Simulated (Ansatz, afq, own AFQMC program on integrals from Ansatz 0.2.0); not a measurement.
# AlBH, doublet in 6-31G, levels against full CI

```xyz
3

B     0.0000   -0.0941    0.3912
Al    0.0000   -0.0291   -1.9589
H     0.0000    0.1232    1.5676
```

Connectivity, by distances: BH–Al.

Basis 6-31G. Noble-gas cores (and the filled d shells of Ga–Kr and In–Xe) are frozen. Ansatz 0.2.0 and our own AFQMC program on the same integrals; the CISD trial comes from CCSD amplitudes, and released means the phaseless constraint is let go. ± is one standard error of the sampling.

Determinant: UHF, the one that the program's search chose, which needn't be the lowest solution. The geometry is a point of a scan.

Full CI on the same integrals is exact in this basis and with this determinant's frozen core.

Cautions: an unrestricted solution with more broken spin lies lower (9 meV, ⟨S²⟩ 0.94); unrestricted determinant slightly spin contaminated (⟨S²⟩ 0.80 against 0.75); the released energies have errors that jump between times, so the bars are unsure, so no released level is given (meV from the phaseless value at times in 1/Eh: -2.4 ± 2.1 at 0.24, -5.6 ± 1.7 at 0.51, -23 ± 14 at 0.99, -9.8 ± 1.8 at 1.62, -12.2 ± 1.2 at 2.40).

```
T1 diagnostic                               : 0.0359
weight of the determinant in the CISD state : 0.883
⟨S²⟩ of the determinant                     : 0.802
size of the correlated space                : 7 electrons in 18 orbitals
```

| level | correlation energy (eV) |
| --- | --- |
| MP2 | -1.6477 |
| CCSD | -2.4316 |
| CCSD(T) | -2.4881 |

Q: Estimate where full CI lies against CCSD(T) on the same integrals.

A: 34.8 meV below CCSD(T).

Reference: full CI, correlation energy -2.523 eV.

| level | E − E(reference) (meV) | share of correlation (%) |
| --- | --- | --- |
| CCSD(T) | 34.8 | 98.62 |
| CCSDT | 5.8 | 99.77 |
| CCSDT(Q) | 1.7 | 99.93 |
| CCSDTQ | 0.3 | 99.99 |
| ph-AFQMC/CISD | 14.9 ± 2.5 | 99.41 |

CCSDT and higher add their correlation energy to the determinant of the CCSD(T) run, since their own runs factorise the integrals more tightly (a shift of under 2 meV). A walk keeps the symmetry of its determinant, which the program's search chose and which needn't be the lowest solution, so a lower state of the same spin and another symmetry isn't excluded.
